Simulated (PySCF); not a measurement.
Consider `BP` (BH4P). Coordinates in Å; atoms count from 1 in this order:
```
B    -0.8981   -0.0300   -0.0275
P     0.9025    0.0169   -0.4756
H    -1.5249    0.9999   -0.0023
H    -1.4543   -1.0964    0.0602
H     1.5266   -1.0374    0.2353
H     1.4532    1.1510    0.1702
```

Level of theory: CAM-B3LYP-D3(BJ)/ma-def2-TZVP single points in PySCF, grid level 2; every species was optimised with PBE0-D3(BJ)/ma-def2-SVP. The prefix ma- adds one diffuse s and one diffuse p function on all atoms but H. Zero-point and thermal terms (298.15 K, 1 bar) come from unscaled PBE0-D3(BJ)/ma-def2-SVP harmonic frequencies, with soft modes damped to free rotors in the entropy.

(1) What are the vertical and the adiabatic ionisation energy for forming the radical cation?

(2) Where does the unpaired spin of the relaxed radical cation sit?

(3) What are the vertical and the adiabatic electron affinity for forming the radical anion?

(4) Where does the unpaired spin of the relaxed radical anion sit?

(5) How far is −ε(HOMO) from the vertical value by ΔSCF?

Results:

(1) 9.81 eV vertical and 9.31 eV adiabatic, the latter with zero-point energy.

(2) P2 (phosphorus) 0.97 (intrinsic atomic orbital populations).

(3) 0.01 eV vertical and 0.25 eV adiabatic, the latter with zero-point energy.

(4) B1 (boron) 0.96 (intrinsic atomic orbital populations).

(5) −ε(HOMO) = 8.76 eV, which is 1.05 eV below the ΔSCF value.
